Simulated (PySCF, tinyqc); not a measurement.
Worked calculation: MP2 on RHF in the sto-3g basis, for CH2, spin multiplicity 1. The lowest restricted solution is unstable here: a spin-polarised one lies 0.0297 hartree lower (PySCF). Computed by tinyqc, a small Python program that keeps every step (integrals from PySCF). Settings: charge = 0, multiplicity = 1, basis = sto-3g, method = RHF, energy threshold = 1e-10, iteration cap = 74, orthogonalisation = symmetric, start = Wolfsberg-Helmholz matrix, DIIS depth = 6. Command: `OMP_NUM_THREADS=1 python tinyqc.py 30710 30711 out.jsonl` (the two numbers bound the seeds that draw the settings). One thread of a shared host (Intel(R) Xeon(R) Processor @ 2.60GHz), about 0.1 s of CPU time with the checks. The early iterations of the SCF are left out here.

## One-electron integrals

Geometry (angstrom):
```
atom,x,y,z
C,0.000000,0.000000,0.000000
H,0.000000,1.033000,0.660000
H,0.000000,-1.058000,0.676000
```

Basis sto-3g: exponents (1/bohr^2) and contraction coefficients of normalised primitives:
```
element,l (shell),exponent,coefficient
C,s (1),71.616837,0.154329
C,s (1),13.045096,0.535328
C,s (1),3.530512,0.444635
C,s (2),2.941249,-0.099967
C,s (2),0.683483,0.399513
C,s (2),0.222290,0.700115
C,p (3),2.941249,0.155916
C,p (3),0.683483,0.607684
C,p (3),0.222290,0.391957
H,s (1),3.425251,0.154329
H,s (1),0.623914,0.535328
H,s (1),0.168855,0.444635
```

Overlap, kinetic and nuclear-attraction integrals over the contracted functions; the nuclear repulsion is the sum of Za Zb / Rab.

nuclear repulsion = 5.37204950 hartree

overlap S, lower triangle:
```
,1C 1s,1C 2s,1C 2px,1C 2py,1C 2pz,2H 1s,3H 1s
1C 1s,1.000000
1C 2s,0.248362,1.000000
1C 2px,0.000000,0.000000,1.000000
1C 2py,0.000000,0.000000,0.000000,1.000000
1C 2pz,0.000000,0.000000,0.000000,0.000000,1.000000
2H 1s,0.045418,0.415597,0.000000,0.351837,0.224794,1.000000
3H 1s,0.042421,0.400058,0.000000,-0.342225,0.218662,0.102475,1.000000
```

kinetic energy T (hartree), lower triangle:
```
,1C 1s,1C 2s,1C 2px,1C 2py,1C 2pz,2H 1s,3H 1s
1C 1s,15.891122
1C 2s,-0.085890,0.472250
1C 2px,0.000000,0.000000,1.477728
1C 2py,0.000000,0.000000,0.000000,1.477728
1C 2pz,0.000000,0.000000,0.000000,0.000000,1.477728
2H 1s,-0.012156,0.067883,0.000000,0.155915,0.099617,0.760032
3H 1s,-0.011901,0.060729,0.000000,-0.143722,0.091830,-0.010954,0.760032
```

nuclear attraction V (hartree), lower triangle:
```
,1C 1s,1C 2s,1C 2px,1C 2py,1C 2pz,2H 1s,3H 1s
1C 1s,-34.505905
1C 2s,-4.404123,-6.030956
1C 2px,0.000000,0.000000,-5.923805
1C 2py,-0.000527,-0.004665,0.000000,-6.062354
1C 2pz,-0.014082,-0.152623,0.000000,-0.002338,-5.980364
2H 1s,-0.817499,-2.065661,0.000000,-1.608732,-1.059358,-4.037157
3H 1s,-0.763057,-1.969652,0.000000,1.545741,-1.018489,-0.455017,-3.980267
```

core Hamiltonian H = T + V (hartree), lower triangle:
```
,1C 1s,1C 2s,1C 2px,1C 2py,1C 2pz,2H 1s,3H 1s
1C 1s,-18.614783
1C 2s,-4.490013,-5.558706
1C 2px,0.000000,0.000000,-4.446077
1C 2py,-0.000527,-0.004665,0.000000,-4.584626
1C 2pz,-0.014082,-0.152623,0.000000,-0.002338,-4.502636
2H 1s,-0.829655,-1.997778,0.000000,-1.452817,-0.959741,-3.277125
3H 1s,-0.774958,-1.908924,0.000000,1.402020,-0.926659,-0.465970,-3.220235
```

## Two-electron integrals

Functions are numbered as in S; the eight-fold symmetry (ij|kl) = (ji|kl) = (kl|ij) leaves the list below.

Two-electron integrals (ij|kl) in chemists' order, unique and non-zero (hartree):
```
i,j,k,l,(ij|kl)
1,1,1,1,3.541948
2,1,1,1,0.576921
2,1,2,1,0.111888
2,2,1,1,0.854682
2,2,2,1,0.205284
2,2,2,2,0.624709
3,1,3,1,0.020296
3,2,3,1,0.030858
3,2,3,2,0.137996
3,3,1,1,0.852436
3,3,2,1,0.205335
3,3,2,2,0.624568
3,3,3,3,0.672833
4,1,4,1,0.020296
4,2,4,1,0.030858
4,2,4,2,0.137996
4,3,4,3,0.036269
4,4,1,1,0.852436
4,4,2,1,0.205335
4,4,2,2,0.624568
4,4,3,3,0.600295
4,4,4,4,0.672833
5,1,5,1,0.020296
5,2,5,1,0.030858
5,2,5,2,0.137996
5,3,5,3,0.036269
5,4,5,4,0.036269
5,5,1,1,0.852436
5,5,2,1,0.205335
5,5,2,2,0.624568
5,5,3,3,0.600295
5,5,4,4,0.600295
5,5,5,5,0.672833
6,1,1,1,0.105979
6,1,2,1,0.020440
6,1,2,2,0.037471
6,1,3,3,0.037344
6,1,4,1,0.001040
6,1,4,2,0.001947
6,1,4,4,0.037625
6,1,5,1,0.000664
6,1,5,2,0.001244
6,1,5,4,0.000179
6,1,5,5,0.037459
6,1,6,1,0.003816
6,2,1,1,0.267860
6,2,2,1,0.065263
6,2,2,2,0.220239
6,2,3,3,0.214833
6,2,4,1,0.005228
6,2,4,2,0.036893
6,2,4,4,0.226199
6,2,5,1,0.003340
6,2,5,2,0.023571
6,2,5,4,0.007262
6,2,5,5,0.219473
6,2,6,1,0.012449
6,2,6,2,0.104044
6,3,3,1,0.006460
6,3,3,2,0.034611
6,3,4,3,0.007103
6,3,5,3,0.004538
6,3,6,3,0.012379
6,4,1,1,0.196863
6,4,2,1,0.048566
6,4,2,2,0.173779
6,4,3,3,0.165074
6,4,4,1,0.009831
6,4,4,2,0.061467
6,4,4,4,0.187601
6,4,5,1,0.002154
6,4,5,2,0.017159
6,4,5,4,0.009854
6,4,5,5,0.168470
6,4,6,1,0.009673
6,4,6,2,0.097426
6,4,6,4,0.101951
6,5,1,1,0.125779
6,5,2,1,0.031030
6,5,2,2,0.111030
6,5,3,3,0.105468
6,5,4,1,0.002154
6,5,4,2,0.017159
6,5,4,4,0.110784
6,5,5,1,0.007836
6,5,5,2,0.045574
6,5,5,4,0.010500
6,5,5,5,0.116715
6,5,6,1,0.006180
6,5,6,2,0.062247
6,5,6,4,0.057229
6,5,6,5,0.048943
6,6,1,1,0.425873
6,6,2,1,0.105513
6,6,2,2,0.405884
6,6,3,3,0.384633
6,6,4,1,0.010259
6,6,4,2,0.098377
6,6,4,4,0.429531
6,6,5,1,0.006554
6,6,5,2,0.062854
6,6,5,4,0.028686
6,6,5,5,0.402961
6,6,6,1,0.020381
6,6,6,2,0.246830
6,6,6,4,0.254757
6,6,6,5,0.162768
6,6,6,6,0.774606
7,1,1,1,0.098939
7,1,2,1,0.019085
7,1,2,2,0.034996
7,1,3,3,0.034878
7,1,4,1,-0.000964
7,1,4,2,-0.001810
7,1,4,4,0.035138
7,1,5,1,0.000616
7,1,5,2,0.001156
7,1,5,4,-0.000166
7,1,5,5,0.034984
7,1,6,1,0.003456
7,1,6,2,0.010936
7,1,6,4,0.007778
7,1,6,5,0.005438
7,1,6,6,0.017614
7,1,7,1,0.003326
7,2,1,1,0.255150
7,2,2,1,0.062191
7,2,2,2,0.210505
7,2,3,3,0.205298
7,2,4,1,-0.004975
7,2,4,2,-0.035437
7,2,4,4,0.216246
7,2,5,1,0.003179
7,2,5,2,0.022642
7,2,5,4,-0.006995
7,2,5,5,0.209767
7,2,6,1,0.011157
7,2,6,2,0.070241
7,2,6,4,0.047572
7,2,6,5,0.040943
7,2,6,6,0.129098
7,2,7,1,0.011078
7,2,7,2,0.095912
7,3,3,1,0.006091
7,3,3,2,0.032833
7,3,4,3,-0.006781
7,3,5,3,0.004332
7,3,6,3,0.007730
7,3,7,3,0.011264
7,4,1,1,-0.189205
7,4,2,1,-0.046688
7,4,2,2,-0.167565
7,4,3,3,-0.159199
7,4,4,1,0.009318
7,4,4,2,0.058787
7,4,4,4,-0.180820
7,4,5,1,-0.002061
7,4,5,2,-0.016583
7,4,5,4,0.009482
7,4,5,5,-0.162489
7,4,6,1,-0.008011
7,4,6,2,-0.048178
7,4,6,4,-0.025942
7,4,6,5,-0.027564
7,4,6,6,-0.083173
7,4,7,1,-0.008674
7,4,7,2,-0.090570
7,4,7,4,0.095236
7,5,1,1,0.120891
7,5,2,1,0.029831
7,5,2,2,0.107064
7,5,3,3,0.101719
7,5,4,1,-0.002061
7,5,4,2,-0.016583
7,5,4,4,0.106869
7,5,5,1,0.007409
7,5,5,2,0.043429
7,5,5,4,-0.010071
7,5,5,5,0.112486
7,5,6,1,0.005594
7,5,6,2,0.041199
7,5,6,4,0.027420
7,5,6,5,0.031256
7,5,6,6,0.080114
7,5,7,1,0.005542
7,5,7,2,0.057869
7,5,7,4,-0.053653
7,5,7,5,0.045545
7,6,1,1,0.057335
7,6,2,1,0.014037
7,6,2,2,0.049490
7,6,3,3,0.048099
7,6,4,1,-0.000008
7,6,4,2,-0.000092
7,6,4,4,0.049559
7,6,5,1,0.001176
7,6,5,2,0.009036
7,6,5,4,-0.000024
7,6,5,5,0.050761
7,6,6,1,0.002617
7,6,6,2,0.021025
7,6,6,4,0.017106
7,6,6,5,0.013834
7,6,6,6,0.046883
7,6,7,1,0.002445
7,6,7,2,0.020287
7,6,7,4,-0.016726
7,6,7,5,0.013438
7,6,7,6,0.005338
7,7,1,1,0.416441
7,7,2,1,0.103203
7,7,2,2,0.398553
7,7,3,3,0.377857
7,7,4,1,-0.009868
7,7,4,2,-0.095949
7,7,4,4,0.421569
7,7,5,1,0.006305
7,7,5,2,0.061306
7,7,5,4,-0.027929
7,7,5,5,0.395702
7,7,6,1,0.018451
7,7,6,2,0.132784
7,7,6,4,0.084575
7,7,6,5,0.081814
7,7,6,6,0.252459
7,7,7,1,0.018600
7,7,7,2,0.235571
7,7,7,4,-0.244993
7,7,7,5,0.156536
7,7,7,6,0.046883
7,7,7,7,0.774606
```

## Orthogonalisation

S = U s U^T; symmetric (Loewdin) form X = U s^(-1/2) U^T, so that X^T S X = 1.

eigenvalues of S: 0.367837  0.456240  0.873163  1.000000  1.099554  1.441948  1.761258

X, lower triangle:
```
,1C 1s,1C 2s,1C 2px,1C 2py,1C 2pz,2H 1s,3H 1s
1C 1s,1.026587
1C 2s,-0.147979,1.197895
1C 2px,0.000000,0.000000,1.000000
1C 2py,-0.000486,0.006518,0.000000,1.123729
1C 2pz,-0.009903,0.092056,0.000000,0.003067,1.048803
2H 1s,0.024023,-0.272052,0.000000,-0.233752,-0.144073,1.178795
3H 1s,0.023339,-0.256233,0.000000,0.223064,-0.137102,-0.020047,1.163594
```

## Starting guess

The start is the generalised Wolfsberg-Helmholz matrix (K = 1.75) built on H; D = 2 C_occ C_occ^T.

D at the start, lower triangle:
```
,1C 1s,1C 2s,1C 2px,1C 2py,1C 2pz,2H 1s,3H 1s
1C 1s,2.063764
1C 2s,-0.250793,1.118373
1C 2px,0.000000,0.000000,0.000000
1C 2py,0.004198,-0.016275,0.000000,1.182101
1C 2pz,0.127146,-0.440163,0.000000,-0.006208,1.812961
2H 1s,-0.163471,0.390928,0.000000,0.404714,0.131994,0.333809
3H 1s,-0.158389,0.383283,0.000000,-0.410280,0.129489,0.045414,0.319362
```

## Iteration 8 (converged): orbitals

converged F (hartree), lower triangle:
```
,1C 1s,1C 2s,1C 2px,1C 2py,1C 2pz,2H 1s,3H 1s
1C 1s,-11.000318
1C 2s,-2.953906,-1.426008
1C 2px,0.000000,0.000000,0.234149
1C 2py,-0.000380,-0.005059,0.000000,-0.168002
1C 2pz,-0.024953,-0.057668,0.000000,-0.005083,-0.203189
2H 1s,-0.552897,-0.590237,0.000000,-0.344876,-0.252141,-0.389703
3H 1s,-0.516731,-0.565541,0.000000,0.337018,-0.246949,-0.144765,-0.368604
```

Diagonalise F' = X^T F X, C = X C', fill 4 alpha and 4 beta electrons from the bottom; D = 2 C_occ C_occ^T. Each column has its largest component positive (the first on a tie).

F' = X^T F X (hartree), lower triangle:
```
,1,2,3,4,5,6,7
1,-10.770732
2,-1.553843,-0.654424
3,0.000000,0.000000,0.234149
4,-0.000510,0.004357,0.000000,0.113458
5,-0.049406,0.116829,0.000000,0.000018,-0.088484
6,-0.051512,-0.370413,0.000000,-0.390550,-0.255269,-0.007809
7,-0.041880,-0.353132,0.000000,0.379670,-0.248198,-0.031510,-0.012884
```

orbital energies (hartree): MO1 -11.005969, MO2 -0.779774, MO3 -0.479140, MO4 -0.289809, MO5 0.234149, MO6 0.518381, MO7 0.615436

coefficients C:
```
,MO1,MO2,MO3,MO4,MO5,MO6,MO7
1C 1s,0.993380,-0.222543,0.005289,0.126700,0.000000,0.155385,-0.021030
1C 2s,0.027636,0.727664,-0.023867,-0.572324,0.000000,-0.855005,0.124974
1C 2px,0.000000,0.000000,0.000000,0.000000,1.000000,0.000000,0.000000
1C 2py,0.000190,0.009241,0.522390,-0.002867,0.000000,0.121432,1.038983
1C 2pz,0.004801,0.132907,0.004404,0.774605,0.000000,-0.722309,0.093136
2H 1s,-0.005951,0.271197,0.461236,0.255931,0.000000,0.695415,-0.839358
3H 1s,-0.005678,0.252919,-0.469923,0.267442,0.000000,0.859368,0.627886
```

D after iteration 8, lower triangle:
```
,1C 1s,1C 2s,1C 2px,1C 2py,1C 2pz,2H 1s,3H 1s
1C 1s,2.104822
1C 2s,-0.414247,1.716766
1C 2px,0.000000,0.000000,0.000000
1C 2py,0.001064,-0.008195,0.000000,0.545969
1C 2pz,0.146716,-0.693171,0.000000,0.002618,1.235440
2H 1s,-0.062797,0.079386,0.000000,0.485432,0.472584,0.703644
3H 1s,-0.061053,0.084071,0.000000,-0.487828,0.477359,-0.159348,0.712707
```

## Convergence

Stop when the energy changes by less than 1e-10 hartree and every element of the error matrix X^T (F D S - S D F) X is below 3e-06.

Course of the cycle:
```
iteration,E (hartree),change,largest element of the error matrix
1,-38.13080657,-,3.56e-01
2,-38.33091804,-2.00e-01,7.31e-02
3,-38.34289800,-1.20e-02,2.90e-02
4,-38.34466186,-1.76e-03,4.32e-03
5,-38.34472710,-6.52e-05,8.21e-04
6,-38.34472916,-2.06e-06,1.47e-05
7,-38.34472916,-5.24e-10,5.43e-06
8,-38.34472916,-5.08e-11,2.42e-07
```

PySCF RHF in the same basis = -38.34472916 hartree

Converged in 8 iterations.

## Populations, bond orders and dipole

Mulliken: Z minus the diagonal of D S on the atom; Loewdin: the same with S^(1/2) D S^(1/2); Mayer order: 2 sum_s sum (D(s) S)_ij (D(s) S)_ji over the two atoms.

Charges (e):
```
atom,Mulliken,Loewdin
1C,-0.006769,0.025354
2H,0.005517,-0.011211
3H,0.001252,-0.014143
```

Mayer bond orders:
```
pair,order
2-1,0.985642
3-1,0.985670
3-2,0.014328
```

dipole moment about the origin, x y z (debye): 0.000000  0.027312  1.468152

## Integrals over molecular orbitals

(pq|rs) = sum C_ip C_jq C_kr C_ls (ij|kl), one index at a time.

one-electron integrals over orbitals h = C^T H C (hartree), lower triangle:
```
,1,2,3,4,5,6,7
1,-18.600545
2,0.357924,-4.466596
3,-0.008400,0.001105,-3.847441
4,-0.187840,0.243430,-0.018266,-4.247505
5,0.000000,0.000000,0.000000,0.000000,-4.446077
6,-0.236232,0.795615,-0.127731,0.452511,0.000000,-3.484254
7,0.031584,-0.116641,-0.873182,-0.043357,0.000000,-0.019146,-3.636301
```

Two-electron integrals over orbitals (pq|rs), unique and non-zero (hartree):
```
p,q,r,s,(pq|rs)
1,1,1,1,3.508267
2,1,1,1,-0.295601
2,1,2,1,0.039649
2,2,1,1,0.714654
2,2,2,1,-0.007951
2,2,2,2,0.534639
3,1,1,1,0.006979
3,1,2,1,-0.000772
3,1,2,2,0.000804
3,1,3,1,0.007075
3,2,1,1,-0.001813
3,2,2,1,0.000422
3,2,2,2,0.006317
3,2,3,1,0.012082
3,2,3,2,0.135939
3,3,1,1,0.578294
3,3,2,1,-0.002451
3,3,2,2,0.494302
3,3,3,1,-0.000352
3,3,3,2,-0.003643
3,3,3,3,0.502660
4,1,1,1,0.164686
4,1,2,1,-0.019356
4,1,2,2,0.013721
4,1,3,1,0.000578
4,1,3,2,-0.000019
4,1,3,3,0.005866
4,1,4,1,0.025872
4,2,1,1,-0.100839
4,2,2,1,0.007383
4,2,2,2,0.015180
4,2,3,1,-0.000097
4,2,3,2,0.000550
4,2,3,3,0.021173
4,2,4,1,0.012720
4,2,4,2,0.081872
4,3,1,1,0.006108
4,3,2,1,-0.000298
4,3,2,2,0.002057
4,3,3,1,-0.002274
4,3,3,2,0.029975
4,3,3,3,-0.000995
4,3,4,1,-0.000363
4,3,4,2,-0.002465
4,3,4,3,0.037319
4,4,1,1,0.786505
4,4,2,1,-0.012334
4,4,2,2,0.495866
4,4,3,1,0.000111
4,4,3,2,-0.001694
4,4,3,3,0.450392
4,4,4,1,-0.010910
4,4,4,2,-0.088658
4,4,4,3,0.004058
4,4,4,4,0.637236
5,1,5,1,0.021663
5,2,5,1,0.023862
5,2,5,2,0.092317
5,3,5,1,-0.000570
5,3,5,2,-0.001669
5,3,5,3,0.018468
5,4,5,1,-0.013054
5,4,5,2,-0.040345
5,4,5,3,0.001194
5,4,5,4,0.049724
5,5,1,1,0.852000
5,5,2,1,-0.009366
5,5,2,2,0.542582
5,5,3,1,0.000206
5,5,3,2,-0.000750
5,5,3,3,0.466172
5,5,4,1,0.004785
5,5,4,2,-0.054049
5,5,4,3,0.003449
5,5,4,4,0.570446
5,5,5,5,0.672833
6,1,1,1,0.203279
6,1,2,1,-0.029466
6,1,2,2,-0.000243
6,1,3,1,0.001998
6,1,3,2,0.002095
6,1,3,3,-0.001168
6,1,4,1,0.003832
6,1,4,2,-0.015208
6,1,4,3,0.000010
6,1,4,4,0.018742
6,1,5,5,0.005593
6,1,6,1,0.029071
6,2,1,1,-0.235557
6,2,2,1,0.005206
6,2,2,2,-0.085114
6,2,3,1,0.000954
6,2,3,2,0.003724
6,2,3,3,-0.025971
6,2,4,1,-0.014648
6,2,4,2,-0.000174
6,2,4,3,-0.004188
6,2,4,4,-0.066005
6,2,5,5,-0.122544
6,2,6,1,0.004086
6,2,6,2,0.094339
6,3,1,1,0.036129
6,3,2,1,-0.000785
6,3,2,2,0.013488
6,3,3,1,-0.001419
6,3,3,2,0.065978
6,3,3,3,0.002162
6,3,4,1,0.000273
6,3,4,2,-0.007352
6,3,4,3,0.035895
6,3,4,4,0.015147
6,3,5,5,0.019391
6,3,6,1,0.000369
6,3,6,2,-0.014494
6,3,6,3,0.086814
6,4,1,1,-0.127238
6,4,2,1,0.000698
6,4,2,2,-0.040444
6,4,3,1,-0.001000
6,4,3,2,-0.008890
6,4,3,3,-0.002988
6,4,4,1,-0.002078
6,4,4,2,0.018923
6,4,4,3,-0.001762
6,4,4,4,-0.071618
6,4,5,5,-0.064357
6,4,6,1,0.000544
6,4,6,2,0.051481
6,4,6,3,-0.013872
6,4,6,4,0.044603
6,5,5,1,-0.015004
6,5,5,2,-0.052175
6,5,5,3,0.003398
6,5,5,4,0.009858
6,5,6,5,0.039635
6,6,1,1,0.669248
6,6,2,1,-0.005769
6,6,2,2,0.515609
6,6,3,1,-0.001611
6,6,3,2,-0.024892
6,6,3,3,0.495397
6,6,4,1,0.020030
6,6,4,2,0.051930
6,6,4,3,-0.011369
6,6,4,4,0.448477
6,6,5,5,0.489839
6,6,6,1,-0.007468
6,6,6,2,-0.061424
6,6,6,3,-0.015475
6,6,6,4,-0.018400
6,6,6,6,0.557529
7,1,1,1,-0.027495
7,1,2,1,0.004210
7,1,2,2,0.000791
7,1,3,1,0.011761
7,1,3,2,0.018756
7,1,3,3,-0.000610
7,1,4,1,-0.000688
7,1,4,2,0.001755
7,1,4,3,-0.004053
7,1,4,4,-0.002363
7,1,5,5,-0.000726
7,1,6,1,-0.001403
7,1,6,2,0.001435
7,1,6,3,-0.002063
7,1,6,4,-0.001697
7,1,6,6,-0.002191
7,1,7,1,0.020452
7,2,1,1,0.035071
7,2,2,1,-0.000653
7,2,2,2,0.011732
7,2,3,1,0.009280
7,2,3,2,0.006710
7,2,3,3,0.002790
7,2,4,1,0.001750
7,2,4,2,-0.002116
7,2,4,3,-0.032531
7,2,4,4,0.011252
7,2,5,5,0.017875
7,2,6,1,0.001496
7,2,6,2,-0.006966
7,2,6,3,-0.042810
7,2,6,4,-0.008072
7,2,6,6,0.012583
7,2,7,1,0.014583
7,2,7,2,0.057043
7,3,1,1,0.252068
7,3,2,1,-0.005582
7,3,2,2,0.064810
7,3,3,1,2.60e-06
7,3,3,2,-0.010035
7,3,3,3,0.025576
7,3,4,1,-0.000390
7,3,4,2,-0.060775
7,3,4,3,-0.000858
7,3,4,4,0.116892
7,3,5,5,0.130537
7,3,6,1,0.005868
7,3,6,2,-0.072107
7,3,6,3,0.006473
7,3,6,4,-0.052068
7,3,6,6,0.010971
7,3,7,1,-0.000935
7,3,7,2,0.015704
7,3,7,3,0.119784
7,4,1,1,0.012426
7,4,2,1,-0.000168
7,4,2,2,0.000877
7,4,3,1,-0.008101
7,4,3,2,-0.071532
7,4,3,3,0.002997
7,4,4,1,0.000376
7,4,4,2,-0.000856
7,4,4,3,0.001462
7,4,4,4,0.007094
7,4,5,5,0.005911
7,4,6,1,-0.001842
7,4,6,2,-0.007819
7,4,6,3,-0.042405
7,4,6,4,0.003556
7,4,6,6,0.015141
7,4,7,1,-0.013315
7,4,7,2,-0.008440
7,4,7,3,0.011108
7,4,7,4,0.062927
7,5,5,1,0.002035
7,5,5,2,0.007313
7,5,5,3,0.018127
7,5,5,4,-0.001649
7,5,6,5,-0.002312
7,5,7,5,0.023002
7,6,1,1,0.005157
7,6,2,1,-0.000441
7,6,2,2,-0.006567
7,6,3,1,-0.007616
7,6,3,2,-0.103313
7,6,3,3,0.003935
7,6,4,1,-0.002058
7,6,4,2,-0.008226
7,6,4,3,-0.041655
7,6,4,4,0.007878
7,6,5,5,0.002176
7,6,6,1,0.000129
7,6,6,2,0.003098
7,6,6,3,-0.073173
7,6,6,4,0.007580
7,6,6,6,0.019007
7,6,7,1,-0.012196
7,6,7,2,0.020785
7,6,7,3,0.015943
7,6,7,4,0.051186
7,6,7,6,0.105158
7,7,1,1,0.732064
7,7,2,1,-0.008591
7,7,2,2,0.509902
7,7,3,1,0.002223
7,7,3,2,0.027181
7,7,3,3,0.502972
7,7,4,1,0.004160
7,7,4,2,-0.014023
7,7,4,3,0.011660
7,7,4,4,0.511034
7,7,5,5,0.518848
7,7,6,1,0.006173
7,7,6,2,-0.044955
7,7,6,3,0.028522
7,7,6,4,-0.021505
7,7,6,6,0.496464
7,7,7,1,0.002429
7,7,7,2,0.001621
7,7,7,3,0.063678
7,7,7,4,-0.011781
7,7,7,6,-0.022132
7,7,7,7,0.551914
```

## Second-order Moller-Plesset energy

Hartree-Fock energy = -38.34472916 hartree

E2 = sum_ijab (ia|jb) [2 (ia|jb) - (ib|ja)] / (e_i + e_j - e_a - e_b) over occupied i, j and virtual a, b; the opposite-spin part is (ia|jb)^2 / denominator, the rest is same-spin, and SCS-MP2 scales them by 6/5 and 1/3.

Terms (the 40 largest of 80):
```
i,j,a,b,(ia|jb),(ib|ja),denominator,term
3,3,7,7,0.119784,0.119784,-2.189152,-0.006554
2,2,5,5,0.092317,0.092317,-2.027847,-0.004203
3,3,6,6,0.086814,0.086814,-1.995041,-0.003778
2,2,6,6,0.094339,0.094339,-2.596309,-0.003428
2,3,6,7,-0.072107,-0.042810,-2.392731,-0.003056
3,2,7,6,-0.072107,-0.042810,-2.392731,-0.003056
4,4,5,5,0.049724,0.049724,-1.047916,-0.002359
4,4,7,7,0.062927,0.062927,-1.810490,-0.002187
3,4,7,6,-0.052068,-0.042405,-1.902765,-0.001689
4,3,6,7,-0.052068,-0.042405,-1.902765,-0.001689
4,2,6,6,0.051481,0.051481,-2.106344,-0.001258
2,4,6,6,0.051481,0.051481,-2.106344,-0.001258
4,4,6,6,0.044603,0.044603,-1.616379,-0.001231
2,2,7,7,0.057043,0.057043,-2.790420,-0.001166
2,4,5,5,-0.040345,-0.040345,-1.537882,-0.001058
4,2,5,5,-0.040345,-0.040345,-1.537882,-0.001058
4,3,7,6,-0.042405,-0.052068,-1.902765,-0.000730
3,4,6,7,-0.042405,-0.052068,-1.902765,-0.000730
3,2,6,7,-0.042810,-0.072107,-2.392731,-0.000242
2,3,7,6,-0.042810,-0.072107,-2.392731,-0.000242
3,3,5,5,0.018468,0.018468,-1.426579,-0.000239
4,3,6,6,-0.013872,-0.013872,-1.805710,-0.000107
3,4,6,6,-0.013872,-0.013872,-1.805710,-0.000107
2,3,7,7,0.015704,0.015704,-2.489786,-0.000099
3,2,7,7,0.015704,0.015704,-2.489786,-0.000099
3,2,6,6,-0.014494,-0.014494,-2.295675,-0.000092
2,3,6,6,-0.014494,-0.014494,-2.295675,-0.000092
3,4,7,7,0.011108,0.011108,-1.999821,-0.000062
4,3,7,7,0.011108,0.011108,-1.999821,-0.000062
1,2,5,5,0.023862,0.023862,-12.254042,-0.000046
2,1,5,5,0.023862,0.023862,-12.254042,-0.000046
1,1,6,6,0.029071,0.029071,-23.048699,-0.000037
2,4,7,7,-0.008440,-0.008440,-2.300455,-0.000031
4,2,7,7,-0.008440,-0.008440,-2.300455,-0.000031
4,2,6,7,-0.008072,-0.007819,-2.203399,-0.000031
2,4,7,6,-0.008072,-0.007819,-2.203399,-0.000031
2,4,6,7,-0.007819,-0.008072,-2.203399,-0.000027
4,2,7,6,-0.007819,-0.008072,-2.203399,-0.000027
1,1,5,5,0.021663,0.021663,-22.480237,-0.000021
3,3,7,6,0.006473,0.006473,-2.092097,-0.000020
```

Pair energies (hartree; pair i-j sums ij and ji):
```
pair,opposite spin,same spin
1-1,-0.000076,0
2-1,-0.000129,-5.75e-10
2-2,-0.008833,0
3-1,-0.000006,-0.000010
3-2,-0.006262,-0.000717
3-3,-0.010611,0
4-1,-0.000058,-3.36e-09
4-2,-0.004810,-5.81e-08
4-3,-0.005079,-0.000098
4-4,-0.005792,0
```

MP2 correlation energy = -0.04248149 hartree

SCS-MP2 correlation energy = -0.05026224 hartree

MP2 total energy = -38.38721065 hartree
